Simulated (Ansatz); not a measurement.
# Worked example: correlation energy of HAlMg, triplet

Geometry: a point of a bend scan, not a stationary point.

```xyz
3

Al   -0.8910    0.0000    0.8672
Mg    0.9795    0.0000   -1.0462
H     0.2315    0.0000    2.0154
```

Basis 6-31G; Ansatz 0.2.0. Correlated methods freeze the noble-gas cores, which leaves 6 electrons in 18 orbitals. R marks a restricted (for open shells ROHF) determinant. The metal's outer-core shells are frozen, which leaves out core–valence correlation.

Full CI is exact within this basis and frozen core; it isn't the basis-set limit.

The cluster runs stand on a determinant 0.24 eV above the lowest RHF solution, chosen by trial CCSD; the correlation energy below is counted from it.

Runs differ by some tens of microhartree through their thresholds and, for an open shell, their frozen cores, so steps under 0.03 kcal/mol mean nothing.

| level | total energy (hartree) |
| --- | --- |
| RHF determinant under the cluster runs | -441.981483 |
| RMP2 | -442.026081 |
| RCCSD | -442.049213 |
| RCCSD(T) | -442.050987 |
| RCCSDT | -442.051934 |
| RCCSDT(Q) | -442.052023 |
| RCCSDTQ | -442.052045 |
| full CI | -442.052047 |

What is the correlation energy at full CI, and what share of it do RMP2 and RCCSDT recover?

E(corr) = -442.052047 − (-441.981483) = -0.070564 hartree = -1.920 eV. RMP2: -0.044598 / -0.070564 = 63.20 %. RCCSDT: -0.070451 / -0.070564 = 99.84 %.

By how many kcal/mol does RCCSD(T) miss full CI (1 hartree = 627.509 kcal/mol), and which steps make up the rest?

-442.050987 − (-442.052047) = 0.001060 hartree = 0.67 kcal/mol. Steps: RCCSDT − RCCSD(T) = -0.59, RCCSDT(Q) − RCCSDT = -0.06, RCCSDTQ − RCCSDT(Q) = -0.01, full CI − RCCSDTQ = 0.00 kcal/mol. That is within 1 kcal/mol of the reference in this basis, which itself misses far more of the correlation at the basis-set limit.
